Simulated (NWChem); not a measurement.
**the pair C2H···BH3−: a chain of runs**

Aim: a single-point energy (singlet C2H4B−, MP2/def2-SVPD), then the energy (singlet C2H−, MP2/def2-SVPD), then a single-point energy (singlet BH3, MP2/def2-SVPD), then a single-point energy (singlet C2H−, MP2/def2-SVPD), then the energy (singlet BH3, MP2/def2-SVPD) of C2H4B and its partners. 

The results are computed with NWChem 7.3.0.

### Step 1. The molecule

C2H4B− has 7 atoms, charge -1, and is taken as a singlet. The two molecules were placed rigidly side by side, at 0.85 times their contact distance; the pair isn't optimised.

Bond lengths: C1–C2 1.239 Å, C2–H3 1.071 Å, B4–H5 1.193 Å, B4–H6 1.193 Å, B4–H7 1.193 Å. Angles: C1–C2–H3 180.0°, H5–B4–H6 120.0°, H5–B4–H7 120.0°, H6–B4–H7 120.0°.

### Step 2. The energy at MP2/def2-SVPD (run 1)

job.nw

```
START job
TITLE "C2H4B mp2"
memory 2200 mb
charge -1
GEOMETRY noautosym nocenter noautoz
  C     0.629700    0.896400    0.445600
  C    -0.029800   -0.042400   -0.020900
  H    -0.599900   -0.854000   -0.424700
  B     2.070740    0.364120    3.165290
  H     0.979940    0.674870    3.536780
  H     2.507700    0.817730    2.151520
  H     2.724640   -0.400080    3.807750
END
BASIS spherical bse
  * library def2-SVPD
END
SCF
  nopen 0
  rhf
  thresh 1e-08
  maxiter 80
  print low
END
MP2
  freeze core 3
  tight
END
TASK mp2 energy
```

Started as:

```
nwchem job.nw > job.out
```

Output:

```text
[...]
  functions       =    92
[...]
  wavefunction    = RHF
[...]
         Total SCF energy =   -102.512600861520
      One-electron energy =   -226.069397626535
      Two-electron energy =     80.825930245339
 Nuclear repulsion energy =     42.730866519676
        Time for solution =      5.2s
[...]
          Total MP2 energy          -102.882939042482
[...]
```

Run time: 6.6 s. Hardware: 1 thread of AMD EPYC 9R45 (Zen 5), shared host; peak memory 0.2 GiB.

### Step 3. C2H−: a single-point energy at MP2/def2-SVPD (run 2)

job.nw

```
start job
memory total 2200 mb
charge -1

geometry units angstrom noautosym nocenter noautoz
C      0.629700     0.896400     0.445600
C     -0.029800    -0.042400    -0.020900
H     -0.599900    -0.854000    -0.424700
end

basis spherical bse
* library def2-SVPD
end

scf
thresh 1e-08
maxiter 80
print low
end

mp2
freeze core 2
tight
end

task mp2 energy
```

Started as:

```
nwchem job.nw > job.out
```

Output:

```text
[...]
  functions       =    48
[...]
  wavefunction    = RHF
[...]
         Total SCF energy =    -76.143109355257
      One-electron energy =   -144.787935526189
      Two-electron energy =     48.923344700219
 Nuclear repulsion energy =     19.721481470712
        Time for solution =      0.6s
[...]
          Total MP2 energy           -76.412461701499
[...]
```

Run time: 1.2 s. Hardware: 1 thread of AMD EPYC 9R45 (Zen 5), shared host; peak memory 0.11 GiB.

### Step 4. BH3: a single-point energy at MP2/def2-SVPD (run 3)

bh3.nw

```
start bh3
title "BH3 mp2"
memory stack 880 mb heap 220 mb global 1100 mb
charge 0

geometry noautosym nocenter noautoz
  B     2.070740    0.364120    3.165290
  H     0.979940    0.674870    3.536780
  H     2.507700    0.817730    2.151520
  H     2.724640   -0.400080    3.807750
end

basis spherical bse
  * library def2-SVPD
end

scf
  thresh 1e-08
  maxiter 80
  noprint "final vectors analysis"
end

mp2
  freeze core 1
  tight
end

task mp2
```

Started as:

```
nwchem bh3.nw > bh3.out
```

Output:

```text
[...]
  functions       =    44
[...]
  wavefunction    = RHF
[...]
         Total SCF energy =    -26.370877146181
      One-electron energy =    -48.941121951494
      Two-electron energy =     15.151417692811
 Nuclear repulsion energy =      7.418827112502
        Time for solution =      0.3s
[...]
          Total MP2 energy           -26.466935775830
[...]
```

Run time: 0.84 s. Hardware: 1 thread of AMD EPYC 9R45 (Zen 5), shared host; peak memory 0.1 GiB.

### Step 5. C2H− among ghost functions: the energy at MP2/def2-SVPD (with ghost functions) (run 4)

geom.nw

```
start geom
memory 2200 mb
charge -1

geometry noautosym nocenter noautoz
  C      0.629700     0.896400     0.445600
  C     -0.029800    -0.042400    -0.020900
  H     -0.599900    -0.854000    -0.424700
  bqB      2.070740     0.364120     3.165290
  bqH      0.979940     0.674870     3.536780
  bqH      2.507700     0.817730     2.151520
  bqH      2.724640    -0.400080     3.807750
end

basis "ao basis" spherical bse
  C library def2-SVPD
  H library def2-SVPD
  bqB library B def2-SVPD
  bqH library H def2-SVPD
end

scf
  thresh 1e-08
  maxiter 80
  print low
end

mp2
  freeze core 2
  tight
end

task mp2
```

Started as:

```
nwchem geom.nw > geom.out
```

Output:

```text
[...]
  functions       =    92
[...]
  wavefunction    = RHF
[...]
         Total SCF energy =    -76.145599110548
      One-electron energy =   -144.724689465385
      Two-electron energy =     48.857608884125
 Nuclear repulsion energy =     19.721481470712
        Time for solution =      5.3s
[...]
          Total MP2 energy           -76.416372905940
[...]
```

Wall time 6.6 s (1 thread of AMD EPYC 9R45 (Zen 5), shared host); peak memory 0.17 GiB.

### Step 6. BH3 among ghost functions: a single-point energy at MP2/def2-SVPD (with ghost functions) (run 5)

mymol.nw

```
start mymol
title "BH3"
memory total 2200 mb

geometry units angstrom noautosym nocenter noautoz
B        2.070740       0.364120       3.165290
H        0.979940       0.674870       3.536780
H        2.507700       0.817730       2.151520
H        2.724640      -0.400080       3.807750
bqC      0.629700     0.896400     0.445600
bqC     -0.029800    -0.042400    -0.020900
bqH     -0.599900    -0.854000    -0.424700
end

basis spherical bse
B library def2-SVPD
H library def2-SVPD
bqC library C def2-SVPD
bqH library H def2-SVPD
end

scf
thresh 1e-08
maxiter 80
print low
end

mp2
freeze core 1
tight
end

task mp2 energy
```

Started as:

```
nwchem mymol.nw > mymol.out
```

Output:

```text
[...]
  functions       =    92
[...]
  wavefunction    = RHF
[...]
         Total SCF energy =    -26.370969667029
      One-electron energy =    -48.941416398834
      Two-electron energy =     15.151619619302
 Nuclear repulsion energy =      7.418827112502
        Time for solution =      3.2s
[...]
          Total MP2 energy           -26.467365038886
[...]
```

Run time: 4.5 s. Hardware: 1 thread of AMD EPYC 9R45 (Zen 5), shared host; peak memory 0.14 GiB.

### Step 7. Summary of results

| quantity | value |
| --- | --- |
| run 1, MP2/def2-SVPD: total energy | -102.88294 Eh |
| run 1, MP2/def2-SVPD: correlation energy (3 core orbitals frozen) | -370.3 mEh |
| C2H−: total energy | -76.41246 Eh |
| C2H−: correlation energy (2 core orbitals frozen) | -269.4 mEh |
| BH3: total energy | -26.46694 Eh |
| BH3: correlation energy (1 core orbital frozen) | -96.1 mEh |
| C2H− among ghost functions: total energy | -76.41637 Eh |
| C2H− among ghost functions: correlation energy (2 core orbitals frozen) | -270.8 mEh |
| BH3 among ghost functions: total energy | -26.46737 Eh |
| BH3 among ghost functions: correlation energy (1 core orbital frozen) | -96.4 mEh |
| interaction energy of the rigid parts C2H− and BH3 (parts in their own basis; closest atoms 2.54 Å apart) | -0.096 eV |
| interaction energy of the rigid parts C2H− and BH3 (parts in the whole basis, counterpoise; closest atoms 2.54 Å apart) | 0.022 eV |

In words: The interaction energy of the rigid parts C2H− and BH3 (parts in their own basis; closest atoms 2.54 Å apart) is −0.10 eV (−9.3 kJ/mol). Without counterpoise this holds the superposition error of the basis. The interaction energy of the rigid parts C2H− and BH3 (parts in the whole basis, counterpoise; closest atoms 2.54 Å apart) is 0.02 eV (0.5 kcal/mol): the parts repel at this shape. The basis-set superposition error is 11.4 kJ/mol. It is larger than the uncorrected attraction, which is thus an artefact of the basis.
